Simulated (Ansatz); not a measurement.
# H7OPSi: the cost of one run

Program: Ansatz 0.2.0, Gaussian basis. Level of theory: PBE0-D4/def2-SVP. These are calculated values, not measurements.

116 further runs of the same task are left out: 116 set aside as unsound or not needed.

### Step 1. Where the work starts

The start, a pair relaxed at PBE0-D4: SMILES `[SiH3]O.P`, 10 atoms, charge 0, spin multiplicity 1.

Atoms are counted from 1 here; the program's logs count them from 0.

Bond lengths: Si1–O2 1.653 Å, Si1–H3 1.490 Å, Si1–H4 1.479 Å, Si1–H5 1.487 Å, O2–H6 0.958 Å, P7–H8 1.417 Å, P7–H9 1.421 Å, P7–H10 1.418 Å. Angles: O2–Si1–H3 110.7°, O2–Si1–H4 106.1°, O2–Si1–H5 111.9°, H3–Si1–H4 109.9°, H3–Si1–H5 108.0°, H4–Si1–H5 110.3°, Si1–O2–H6 117.3°, H8–P7–H9 93.7°, H8–P7–H10 93.5°, H9–P7–H10 93.4°.

Geometry (Å):

```
Si    0.26499    0.32100   -1.71762
O    -1.09135    0.07097   -0.80690
H    -0.09803    0.60438   -3.13455
H     0.94480    1.49549   -1.12854
H     1.16866   -0.85987   -1.70177
H    -1.69188   -0.61808   -1.09323
P     0.52750   -0.26115    1.98402
H    -0.37361    0.82008    2.15090
H     0.84229   -0.33167    3.36819
H    -0.49339   -1.24104    2.07950
```

### Step 2. Dynamics

md/in.yaml reads:

```yaml
crystal:
  periodic: [false, false, false]
  atoms:
    - {symbol: Si, position_ang: [0.264992, 0.320997, -1.717624]}
    - {symbol: O, position_ang: [-1.091345, 0.070967, -0.806896]}
    - {symbol: H, position_ang: [-0.098028, 0.604377, -3.134550]}
    - {symbol: H, position_ang: [0.944797, 1.495489, -1.128539]}
    - {symbol: H, position_ang: [1.168661, -0.859866, -1.701767]}
    - {symbol: H, position_ang: [-1.691878, -0.618078, -1.093231]}
    - {symbol: P, position_ang: [0.527501, -0.261145, 1.984015]}
    - {symbol: H, position_ang: [-0.373606, 0.820076, 2.150902]}
    - {symbol: H, position_ang: [0.842294, -0.331674, 3.368189]}
    - {symbol: H, position_ang: [-0.493387, -1.241042, 2.079502]}
basis:
  gaussian: {orbitals: def2-SVP}
hamiltonian: {xc: pbe0, dispersion: d4}
md: {n_steps: 80, timestep: 1.0, temperature: 1000, ensemble: nve, seed: 3, initial_velocities: maxwell_boltzmann}
```

Run with:

```sh
$ ansatz run in.yaml --threads 4 --pin off --events-out ev --progress --plain --max-ram 9574MiB
```

**Question.** How long does this run take on 4 threads of Arm Neoverse V2, shared host?

About 53 s.
